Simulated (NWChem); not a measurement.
System: CH2 cation, doublet

Here is an NWChem input.

```
start job
memory heap 200 mb stack 900 mb global 1100 mb
charge 1
geometry units angstroms noautosym nocenter noautoz
  C     -0.088165    -0.028837     0.000000
  H      0.263077     0.086046    -1.046563
  H      0.263077     0.086046     1.046563
end
basis spherical
  * library pcseg-2
end
dft
  odft
  mult 2
  xc b3lyp
  iterations 150
end
cosmo
  do_cosmo_smd true
  solvent water
end
task dft energy
```

Parts of the log:

```
             Northwest Computational Chemistry Package (NWChem) 7.3.0
             --------------------------------------------------------

                             Geometry "geometry" -> ""
                             -------------------------

 Output coordinates in angstroms (scale by  1.889725989 to convert to a.u.)

  No.       Tag          Charge          X              Y              Z
 ---- ---------------- ---------- -------------- -------------- --------------
    1 C                    6.0000    -0.08816500    -0.02883700     0.00000000
    2 H                    1.0000     0.26307700     0.08604600    -1.04656300
    3 H                    1.0000     0.26307700     0.08604600     1.04656300

 Effective nuclear repulsion energy (a.u.)       5.9742017678

                                 NWChem DFT Module
                                 -----------------

 Summary of "ao basis" -> "ao basis" (spherical)
 ------------------------------------------------------------------------------
       Tag                 Description            Shells   Functions and Types
 ---------------- ------------------------------  ------  ---------------------
 C                          pcseg-2                 10       30   4s3p2d1f
 H                          pcseg-2                  6       14   3s2p1d

 in cosmo_initialize ...
 calling solv_data for solv:h2o

 solvent parameters
 solvname_short: h2o
 solvname_long:  water
 dielec:       78.4000
 dielecinf:     1.7769
 aqueous SMD model solvent descriptors
 dielec:       78.4000
 sola:          0.8200

          ---------------
          -cosmo- solvent
          ---------------
 Cosmo: York-Karplus, doi: 10.1021/jp992097l
 dielectric constant -eps-     =  78.40
 screen = (eps-1)/(eps    )    =   0.98724
 surface charge correction     = lagrangian

   van der Waals surface
 --------------------------

 ---------- ATOMIC COORDINATES (A.U.) ------------ VDWR(ANG.) --
     1   -0.16660769   -0.05449403    0.00000000     1.850
     2    0.49714344    0.16260336   -1.97771730     1.200
     3    0.49714344    0.16260336    1.97771730     1.200
 number of segments per atom =        128
 number of   points per atom =        128
 atom (   nspa,  nppa )
 ----------------------
    1 (    106,     0 )       0
    2 (     54,     0 )       0
    3 (     54,     0 )       0
 number of -cosmo- surface points =      214
 molecular surface =     45.567 angstrom**2
 molecular volume  =     29.289 angstrom**3
 -lineq- algorithm             =   0
 -bem- low  level              =   3
 -bem- from -octahedral-
 gaussian surface charge width =   4.50000
 degree of switching           =   1.00000
 switching function tolerance  =   0.00010
 atomic radii =
 --------------
    1  6.000  1.850
    2  1.000  1.200
    3  1.000  1.200
 ...... end of -cosmo- initialization ......

 nat:                     3
 ixmem:                   608
 calling mnsol_interface()
 G(SMD-CDS) energy (kcal/mol)  =     4.971
 SMD-CDS SASA (angstrom**2)    =    63.209

            General Information
            -------------------
          SCF calculation type: DFT
          Wavefunction type:  spin polarized.
          No. of atoms     :     3
          No. of electrons :     7
           Alpha electrons :     4
            Beta electrons :     3
          Charge           :     1
          Spin multiplicity:     2
          Use of symmetry is: off; symmetry adaption is: off
          Maximum number of iterations: 150
          AO basis - number of functions:    58
                     number of shells:    22
          Convergence on energy requested:  1.00D-06
          Convergence on density requested:  1.00D-05
          Convergence on gradient requested:  5.00D-04

              XC Information
              --------------
                         B3LYP Method XC Potential
                     Hartree-Fock (Exact) Exchange  0.200
                        Slater Exchange Functional  0.800 local
                    Becke 1988 Exchange Functional  0.720 non-local
              Lee-Yang-Parr Correlation Functional  0.810
                  VWN I RPA Correlation Functional  0.190 local

             Grid Information
             ----------------
          Grid used for XC integration:  medium
          Radial quadrature: Mura-Knowles
          Angular quadrature: Lebedev.
          Tag              B.-S. Rad. Rad. Pts. Rad. Cut. Ang. Pts.
          ---              ---------- --------- --------- ---------
          C                   0.70       49           7.0       434
          H                   0.35       45           9.0       434
          Grid pruning is: on
          Number of quadrature shells:   139
          Spatial weights used:  Erf1

      Superposition of Atomic Density Guess
      -------------------------------------

 Sum of atomic energies:         -38.66801058

 Renormalizing density from       8.00 to      7

      Non-variational initial energy
      ------------------------------

 Total energy =     -35.109818
 1-e energy   =     -55.039230
 2-e energy   =      13.955210
 HOMO         =      -0.681737
 LUMO         =      -0.650347

   convergence    iter        energy       DeltaE   RMS-Dens  Diis-err
 ---------------- ----- ----------------- --------- --------- ---------
     COSMO gas phase
 d= 0,ls=0.0,diis     1    -38.7639733624 -4.47D+01  2.78D-03  6.59D-02
                                                     3.06D-03  6.71D-02
 d= 0,ls=0.0,diis     2    -38.7809917798 -1.70D-02  1.31D-03  1.26D-02
                                                     9.37D-04  7.32D-03
 d= 0,ls=0.0,diis     3    -38.7864129477 -5.42D-03  2.11D-04  5.63D-04
                                                     2.50D-04  6.50D-04
 d= 0,ls=0.0,diis     4    -38.7867682528 -3.55D-04  2.51D-05  3.04D-06
                                                     2.43D-05  2.32D-06
 d= 0,ls=0.0,diis     5    -38.7867719292 -3.68D-06  7.75D-06  3.52D-07
                                                     4.48D-06  8.62D-08
 d= 0,ls=0.0,diis     6    -38.7867721309 -2.02D-07  1.20D-06  8.90D-09
                                                     1.23D-06  9.90D-09

[...]

                                COSMO-SMD solvation results
                                ---------------------------

             internal energy in gas <Psi(g)|H|Psi(g)> =       -38.786772130931
         internal energy in solvent <Psi(s)|H|Psi(s)> =       -38.786454393297
                               delta internal energy  =         0.000317737634 (    0.20 kcal/mol)
   total free energy in solvent <Psi(s)|H+V/2|Psi(s)> =       -38.926077816009
 polarization energy contribution <Psi(s)|V/2|Psi(s)> =        -0.139623422712 (  -87.62 kcal/mol)
    total free energy in solvent including G(SMD-CDS) =       -38.918156749206
                       G(SMD-CDS) energy contribution =         0.007921066802 (    4.97 kcal/mol)
     1 M fixed-concentration free energy of solvation =        -0.131384618276 (  -82.45 kcal/mol)

                    DFT Final Alpha Molecular Orbital Analysis
                    ------------------------------------------

 Vector    2  Occ=1.000000D+00  E=-7.806919D-01
              MO Center=  4.2D-02,  1.4D-02,  1.5D-09, r^2= 8.5D-01
   Bfn.  Coefficient  Atom+Function         Bfn.  Coefficient  Atom+Function
  ----- ------------  ---------------      ----- ------------  ---------------
     3      0.383792  1 C  s                  2      0.381129  1 C  s
     1     -0.230343  1 C  s                 31      0.141817  2 H  s
    45      0.141817  3 H  s                 32      0.084031  2 H  s
    46      0.084031  3 H  s                  4      0.060011  1 C  s
     5      0.037259  1 C  px

 Vector    3  Occ=1.000000D+00  E=-5.651453D-01
              MO Center=  6.5D-02,  2.2D-02, -1.7D-09, r^2= 1.1D+00
   Bfn.  Coefficient  Atom+Function         Bfn.  Coefficient  Atom+Function
  ----- ------------  ---------------      ----- ------------  ---------------
     7      0.401464  1 C  pz                10      0.250914  1 C  pz
    31     -0.213933  2 H  s                 45      0.213933  3 H  s
    32     -0.163984  2 H  s                 46      0.163984  3 H  s
    13      0.034497  1 C  pz

 Vector    4  Occ=1.000000D+00  E=-3.962823D-01
              MO Center= -2.2D-01, -7.3D-02,  1.1D-10, r^2= 9.1D-01
   Bfn.  Coefficient  Atom+Function         Bfn.  Coefficient  Atom+Function
  ----- ------------  ---------------      ----- ------------  ---------------
     5      0.488908  1 C  px                 8      0.408602  1 C  px
     3     -0.180362  1 C  s                  6      0.159914  1 C  py
     9      0.133563  1 C  py                11      0.111578  1 C  px
     2     -0.099461  1 C  s                 32      0.081410  2 H  s
    46      0.081410  3 H  s                 31      0.078178  2 H  s

 Vector    5  Occ=0.000000D+00  E=-2.432544D-01
              MO Center= -8.0D-02, -2.6D-02,  3.8D-10, r^2= 1.0D+00
   Bfn.  Coefficient  Atom+Function         Bfn.  Coefficient  Atom+Function
  ----- ------------  ---------------      ----- ------------  ---------------
     6      0.472207  1 C  py                 9      0.443991  1 C  py
    12      0.186864  1 C  py                 5     -0.154537  1 C  px
     8     -0.145523  1 C  px                11     -0.061148  1 C  px

 Vector    6  Occ=0.000000D+00  E= 1.165197D-02
              MO Center=  2.5D-01,  8.3D-02,  1.1D-10, r^2= 5.1D+00
   Bfn.  Coefficient  Atom+Function         Bfn.  Coefficient  Atom+Function
  ----- ------------  ---------------      ----- ------------  ---------------
     4      1.631448  1 C  s                 33     -1.212872  2 H  s
    47     -1.212872  3 H  s                 11      0.325020  1 C  px
     2      0.256787  1 C  s                 32     -0.163747  2 H  s
    46     -0.163747  3 H  s                  3      0.156403  1 C  s
    31     -0.109104  2 H  s                 45     -0.109104  3 H  s

 Vector    7  Occ=0.000000D+00  E= 6.852787D-02
              MO Center=  6.3D-01,  2.1D-01,  5.3D-11, r^2= 6.4D+00
   Bfn.  Coefficient  Atom+Function         Bfn.  Coefficient  Atom+Function
  ----- ------------  ---------------      ----- ------------  ---------------
    33      2.324067  2 H  s                 47     -2.324067  3 H  s
    13      1.324682  1 C  pz                 7      0.261607  1 C  pz
    32     -0.165736  2 H  s                 46      0.165736  3 H  s
    39     -0.098076  2 H  pz                53     -0.098076  3 H  pz
    22      0.071745  1 C  d  1              10     -0.054284  1 C  pz

                     DFT Final Beta Molecular Orbital Analysis
                     -----------------------------------------

 Vector    1  Occ=1.000000D+00  E=-1.040932D+01
              MO Center= -8.8D-02, -2.9D-02,  5.0D-12, r^2= 2.8D-02
   Bfn.  Coefficient  Atom+Function         Bfn.  Coefficient  Atom+Function
  ----- ------------  ---------------      ----- ------------  ---------------
     1      0.996730  1 C  s

 Vector    2  Occ=1.000000D+00  E=-7.363843D-01
              MO Center=  9.0D-02,  3.0D-02,  1.7D-09, r^2= 8.7D-01
   Bfn.  Coefficient  Atom+Function         Bfn.  Coefficient  Atom+Function
  ----- ------------  ---------------      ----- ------------  ---------------
     2      0.353879  1 C  s                  3      0.353062  1 C  s
     1     -0.220931  1 C  s                 31      0.153432  2 H  s
    45      0.153432  3 H  s                 32      0.101445  2 H  s
    46      0.101445  3 H  s                  5      0.070704  1 C  px
     4      0.068180  1 C  s                  8      0.038353  1 C  px

 Vector    3  Occ=1.000000D+00  E=-5.523581D-01
              MO Center=  7.1D-02,  2.4D-02, -1.9D-09, r^2= 1.1D+00
   Bfn.  Coefficient  Atom+Function         Bfn.  Coefficient  Atom+Function
  ----- ------------  ---------------      ----- ------------  ---------------
     7      0.391962  1 C  pz                10      0.242091  1 C  pz
    31     -0.217125  2 H  s                 45      0.217125  3 H  s
    32     -0.171466  2 H  s                 46      0.171466  3 H  s
    13      0.036170  1 C  pz

 Vector    4  Occ=0.000000D+00  E=-2.201515D-01
              MO Center= -6.5D-02, -2.1D-02,  4.0D-10, r^2= 1.1D+00
   Bfn.  Coefficient  Atom+Function         Bfn.  Coefficient  Atom+Function
  ----- ------------  ---------------      ----- ------------  ---------------
     6      0.462274  1 C  py                 9      0.432955  1 C  py
    12      0.210927  1 C  py                 5     -0.151425  1 C  px
     8     -0.142042  1 C  px                11     -0.069086  1 C  px
    38      0.026435  2 H  py                52      0.026435  3 H  py

 Vector    5  Occ=0.000000D+00  E=-1.968335D-01
              MO Center= -2.7D-01, -9.0D-02,  2.8D-10, r^2= 1.2D+00
   Bfn.  Coefficient  Atom+Function         Bfn.  Coefficient  Atom+Function
  ----- ------------  ---------------      ----- ------------  ---------------
     5      0.413255  1 C  px                 8      0.373064  1 C  px
    11      0.229133  1 C  px                 3     -0.177451  1 C  s
     4     -0.158731  1 C  s                  6      0.135310  1 C  py
     9      0.122056  1 C  py                 2     -0.100547  1 C  s
    32      0.085005  2 H  s                 46      0.085005  3 H  s

 Vector    6  Occ=0.000000D+00  E= 1.878872D-02
              MO Center=  2.4D-01,  8.1D-02, -2.8D-10, r^2= 5.4D+00
   Bfn.  Coefficient  Atom+Function         Bfn.  Coefficient  Atom+Function
  ----- ------------  ---------------      ----- ------------  ---------------
     4      1.738393  1 C  s                 33     -1.282963  2 H  s
    47     -1.282963  3 H  s                 11      0.345681  1 C  px
     2      0.249986  1 C  s                 32     -0.118181  2 H  s
    46     -0.118181  3 H  s                 12      0.111210  1 C  py
     1     -0.101917  1 C  s                  3      0.101709  1 C  s

   alpha - beta orbital overlaps
   -----------------------------

   alpha      1      2      3      4      5      6      7      8      9     10
    beta      1      2      3      5      4      6      7      8     10      9
 overlap   1.000  0.997  1.000  0.988  0.999  0.999  0.999  0.999  0.990  1.000

   alpha     11     12     13     14     15     16     17     18     19     20
    beta     11     12     13     14     16     15     17     18     19     20
 overlap   0.997  0.999  0.997  1.000  0.995  0.999  0.994  1.000  0.990  0.998

   alpha     21     22     23     24     25     26     27     28     29     30
    beta     21     23     22     24     25     26     27     28     29     30
 overlap   0.994  0.998  1.000  0.992  1.000  0.999  1.000  0.999  1.000  0.999

   alpha     31     32     33     34     35     36     37     38     39     40
    beta     31     32     33     34     35     36     37     40     38     39
 overlap   1.000  1.000  0.964  0.999  0.965  0.999  0.991  0.986  1.000  0.991

   alpha     41     42     43     44     45     46     47     48     49     50
    beta     41     42     43     44     45     46     47     48     50     49
 overlap   0.990  0.988  0.991  0.996  0.998  0.999  0.999  0.999  0.999  1.000

   alpha     51     52     53     54     55     56     57     58
    beta     51     52     53     54     55     56     57     58
 overlap   0.999  0.994  1.000  0.995  1.000  0.999  0.999  1.000

     --------------------------
     Expectation value of S2:
     --------------------------
      <S2> =      0.7521 (Exact =     0.7500)

     Multipole analysis of the density
     ---------------------------------

[...]
```

Level: B3LYP/pcseg-2, spin-unrestricted, SMD on the gas-phase geometry. The geometry was optimised at PBE0/def2-SVP, spin-unrestricted. No stability test was run on the SCF state. Solvent: water.
